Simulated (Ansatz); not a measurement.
System: hcp Hf. Method: PBE-D4 (PAW; Ansatz, an electronic-structure program).

Run with plane-wave cutoff 520 eV, 18×18×12 k mesh (along the axes of the cell as run), Fermi–Dirac smearing 0.05 eV, scalar-relativistic PAW data made under PBE.

Properties against volume:

Shape and atoms are relaxed at each volume.

| V (Å³/atom) | P (GPa) | c (Å) | a (Å) |
|---|---|---|---|
| 21.335 | 4.79 | 4.984 | 3.144 |
| 21.779 | 2.29 | 5.015 | 3.167 |
| 22.224 | 0.00 | 5.046 | 3.189 |
| 22.668 | -2.09 | 5.076 | 3.211 |
| 23.113 | -4.01 | 5.107 | 3.233 |

Note: the bulk modulus comes from volumes at which shape and atoms were relaxed.
